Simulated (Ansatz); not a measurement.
Na₂Ta: from a trial structure to a relaxed crystal

Theory: DFT PBE, scalar-relativistic, plane waves, PAW in Ansatz. Cutoff 420 eV, Γ-centred k mesh, Gaussian smearing, no spin polarisation in the final step.

Na₂Ta was placed on the AlB2 structure type (P6/mmm, No. 191), with Ta in place of Al, Na in place of B, at a guessed volume.

```
CELL_PARAMETERS angstrom
3.87680 0.00000 0.00000
-1.93840 3.35741 0.00000
0.00000 0.00000 4.18592
ATOMIC_POSITIONS crystal
Na 0.33333 0.66667 0.50000
Na 0.66667 0.33333 0.50000
Ta 0.00000 0.00000 0.00000
```

Cell and atoms relax at zero pressure; the relaxation can't lower the symmetry of the start. After a coarse first stage the cell is made exact in the group found at 0.06 Å.

The zero of energy is the elements' standard structures at the same level; no fitted shifts are applied.

(1) Describe the relaxed structure.

(2) What are its volume, energy, density and gap?

Results:

(1) It keeps P6/mmm (No. 191). The result has the AlB2 structure. Conventional cell: a = 3.886 Å, c = 5.000 Å. Na is coordinated by 3 Na at 2.24 Å; Ta is coordinated by 12 Na at 3.36 Å.

```
Na Ta
1.0
     3.88560    0.00000    0.00000
    -1.94280    3.36503    0.00000
     0.00000    0.00000    4.99971
Na Ta
2 1
Direct
  0.33333 0.66667 0.50000
  0.66667 0.33333 0.50000
  0.00000 0.00000 0.00000
```

(2) The volume per atom is 21.79 Å³, the density is 5.76 g/cm³ and the energy over the elements is 1.91 eV/atom. The gap on the 12×12×10 mesh is 0 eV (a metal).

The final run used a 12×12×10 mesh on its 3-atom cell and 0.10 eV smearing. The k mesh leaves about 4 meV/atom of noise in metals. Spin–orbit coupling is left out. A structure relaxed within its symmetry needn't be a true minimum. The steps took roughly 50 core-seconds in all.

Cost: 3 runs of about 0.8 core-minutes in all, on Intel Xeon Platinum 8488C (Sapphire Rapids) (shared hosts).